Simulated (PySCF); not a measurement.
pyrrole (C4H5N), SMILES c1cc[nH]c1. Atoms are numbered in the order given.

```xyz
10

C      0.0000     0.7135     0.9858
C      0.0000    -0.7135     0.9858
C      0.0000    -1.1248    -0.3342
N      0.0000     0.0000    -1.1223
C      0.0000     1.1248    -0.3342
H      0.0000     1.3667     1.8561
H      0.0000    -1.3667     1.8561
H      0.0000    -2.1209    -0.7708
H      0.0000     0.0000    -2.1333
H      0.0000     2.1209    -0.7708
```

Geometry optimised at B3LYP-D3(BJ)/def2-SVP.

Two levels are set side by side: PBE/pcSseg-1 (PySCF) and PBE0/pcSseg-1 (PySCF). GIAO shifts against NH3 (¹⁵N), TMS (¹H), TMS (¹³C) at the same level; non-relativistic, no solvent, atoms listed together averaged. Differences are taken from unrounded values.

```json
[
 {"quantity": "δ(¹³C) of C1, C2 (ppm)", "PBE0": "116.7", "PBE": "114.4", "PBE minus PBE0": "-2.3"},
 {"quantity": "δ(¹³C) of C3, C5 (ppm)", "PBE0": "123.0", "PBE": "119.4", "PBE minus PBE0": "-3.6"},
 {"quantity": "δ(¹⁵N) of N4 (ppm)", "PBE0": "174.7", "PBE": "177.6", "PBE minus PBE0": "2.9"},
 {"quantity": "δ(¹H) of H6, H7 (ppm)", "PBE0": "6.72", "PBE": "6.60", "PBE minus PBE0": "-0.12"},
 {"quantity": "δ(¹H) of H8, H10 (ppm)", "PBE0": "7.02", "PBE": "6.86", "PBE minus PBE0": "-0.16"},
 {"quantity": "δ(¹H) of H9 (ppm)", "PBE0": "7.72", "PBE": "7.64", "PBE minus PBE0": "-0.08"}
]
```

Rough cost on one machine, each run with all the roots and properties that it gave: PBE0 against PBE within a factor of 2.
